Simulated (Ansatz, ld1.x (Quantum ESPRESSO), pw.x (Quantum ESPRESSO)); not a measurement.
## phosphorus: does the ultrasoft potential hold in the solid?

| Item | Value |
| --- | --- |
| Element | P |
| Generator | ld1.x (Quantum ESPRESSO) 7.5 |
| Type | ultrasoft |
| Functional | PBEsol |
| Relativity | scalar-relativistic |
| Frozen core | [Ne] |
| Valence charge | 5 |
| Reference configuration | 3s2 3p3 |
| Partial waves | 3s (bound): rcut 1.15, rcutus 1.50 bohr; 3s channel at 0.55 Ry: rcut 1.15, rcutus 1.50 bohr; 3p (bound): rcut 1.35, rcutus 1.85 bohr; 3p channel at 0.7 Ry: rcut 1.35, rcutus 1.85 bohr |
| Local potential | all-electron potential smoothed inside 1.80 bohr (lloc = -1) |
| Core correction | a·sin(br)/r model core, default radius (core density twice the valence density) |
| Augmentation charge | PSQ, inside the norm-conserving radii |

Crystal test: sc P in pw.x 7.5, no spin, 13³ k-points, Fermi–Dirac smearing 0.01 Ry, cutoffs 40/320 Ry. The reference is all-electron LAPW (Ansatz 0.2.0) with the same functional, mesh and smearing; V0 and B0 come from Birch–Murnaghan fits to the pressures at five volumes. Errors are pseudo minus all-electron; Δ is the rms difference of the E(V) curves that follow from these fits, minima aligned, over ±6 % about the mean V0. Mesh and smearing are coarse, so the numbers serve the comparison and aren't converged zero-temperature values; the lattice is a test structure that the element need not adopt.

| V (Å³/atom) | P all-electron (GPa) | P pseudo (GPa) |
| --- | --- | --- |
| 13.496 | 7.35 | 17.63 |
| 13.851 | 3.64 | 12.89 |
| 14.206 | 0.21 | 8.61 |
| 14.561 | -2.83 | 4.94 |
| 14.916 | -5.44 | 1.83 |

All-electron: a0 = 2.423 Å (V0 = 14.23 Å³/atom), B0 = 126.4 GPa.

Pseudopotential: mean pressure error (GPa): +8.60. The pressure does not cross zero within the volumes sampled, so no fit is given. This is a poor potential for the solid.

**Question.** At the middle volume, how do free energy and pressure move when the wave cutoff is lowered (ecutrho held at 320 Ry)?

**Answer.**

```csv
cutoff (Ry),shift of F (meV/atom),shift of P (GPa)
18,+31.5,-1.31
24,+9.2,-0.13
32,+2.6,-0.10
```

The run at the middle volume (84 k-points, 6 iterations) took about 1.7 s on one core of a shared host (Neoverse-V2, 48 threads, 185 GiB, load 28).
